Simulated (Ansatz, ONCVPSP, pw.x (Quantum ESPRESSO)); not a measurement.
pw.x on diamond Ge: one setting changed

Potential: optimised norm-conserving Vanderbilt (ONCV), ONCVPSP 4.0.1.1 (patched build), PBE; core [Ar] 3d10, reference 4s2 4p2; waves: 4s: rc 1.75 bohr, ncon 4, nbas 7, qcut 4.5 1/bohr, 2 projectors, debl 2.1 Ha; 4p: rc 2.45 bohr, ncon 5, nbas 9, qcut 3.1 1/bohr, 2 projectors, debl 0.8 Ha; d scattering state at 0.22 Ha: rc 2.30 bohr, ncon 4, nbas 7, qcut 4.4 1/bohr, 2 projectors, debl 2.7 Ha; local part: polynomial inside 1.30 bohr (lpopt 4, dvloc0 0 Ha); core correction: none.

The reference run (k-mesh 8³, cutoffs 50/200 Ry, Fermi–Dirac 0.01 Ry, mixing_beta 0.4, conv_thr 1e-9, no spin) gives 0.59 GPa at 23.951 Å³/atom, where all-electron LAPW gives 0.00 GPa. This run, with its own iteration cap, changes degauss to 0.005.

```
&control
  calculation='scf', prefix='x', pseudo_dir='./', outdir='./tmp', tstress=.true., disk_io='none'
/
&system
  ibrav=0, nat=2, ntyp=1, ecutwfc=50, ecutrho=200, nbnd=11,
  occupations='smearing', smearing='fd', degauss=0.005
/
&electrons
  conv_thr=1e-09, mixing_beta=0.4, electron_maxstep=50
/
ATOMIC_SPECIES
Ge 1.0 Ge.UPF
CELL_PARAMETERS angstrom
  0.00000000 2.88253474 2.88253474
  2.88253474 0.00000000 2.88253474
  2.88253474 2.88253474 0.00000000
ATOMIC_POSITIONS crystal
Ge 0.0000 0.0000 0.0000
Ge 0.2500 0.2500 0.2500
K_POINTS automatic
8 8 8 0 0 0
```

```bash
pw.x < Ge.scf.in > Ge.scf.out
```

How does the run end?

It converges in 7 iterations; the free energy moves by +2.1 meV/atom and the pressure by -0.09 GPa. In a metal, with Fermi–Dirac smearing, F lies below its zero-width value by a term in the square of the width.

```
Message from routine setup:
     using ibrav=0 with symmetry is DISCOURAGED, use correct ibrav instead
     lattice parameter (alat)  =       7.7035  a.u.
     unit-cell volume          =     323.2587 (a.u.)^3
     number of electrons       =         8.00
     number of Kohn-Sham states=           11
     kinetic-energy cutoff     =      50.0000  Ry
     charge density cutoff     =     200.0000  Ry
     scf convergence threshold =      1.0E-09
     Exchange-correlation= PBE
     number of k points=    29  Fermi-Dirac smearing, width (Ry)=  0.0050
     iteration #  1     ecut=    50.00 Ry     beta= 0.40
     total energy              =     -15.75369757 Ry
     estimated scf accuracy    <       0.03053332 Ry
     iteration #  2     ecut=    50.00 Ry     beta= 0.40
     total energy              =     -15.75264648 Ry
     estimated scf accuracy    <       0.00921662 Ry
     iteration #  3     ecut=    50.00 Ry     beta= 0.40
     total energy              =     -15.75300452 Ry
     estimated scf accuracy    <       0.00011269 Ry
     iteration #  4     ecut=    50.00 Ry     beta= 0.40
     c_bands:  1 eigenvalues not converged
     c_bands:  1 eigenvalues not converged
     total energy              =     -15.75301336 Ry
     estimated scf accuracy    <       0.00000143 Ry
     iteration #  5     ecut=    50.00 Ry     beta= 0.40
     total energy              =     -15.75301374 Ry
     estimated scf accuracy    <       0.00000015 Ry
     iteration #  6     ecut=    50.00 Ry     beta= 0.40
     total energy              =     -15.75301377 Ry
     estimated scf accuracy    <          6.9E-09 Ry
     iteration #  7     ecut=    50.00 Ry     beta= 0.40
     the Fermi energy is     5.2156 ev
!    total energy              =     -15.75301377 Ry
     estimated scf accuracy    <          3.9E-10 Ry
     smearing contrib. (-TS)   =      -0.00017961 Ry
     The total energy is F=E-TS. E is the sum of the following terms:
     one-electron contribution =       3.48733920 Ry
     hartree contribution      =       1.20997463 Ry
     xc contribution           =      -4.62756945 Ry
     ewald contribution        =     -15.82257854 Ry
     convergence has been achieved in   7 iterations
          total   stress  (Ry/bohr**3)                   (kbar)     P=        4.99
     Message from routine punch:
     Nothing written, as per user request (disk_io='none')
```

The run took about 16 s on one core of a shared host (Neoverse-N1, 64 threads, 124 GiB, load 59).
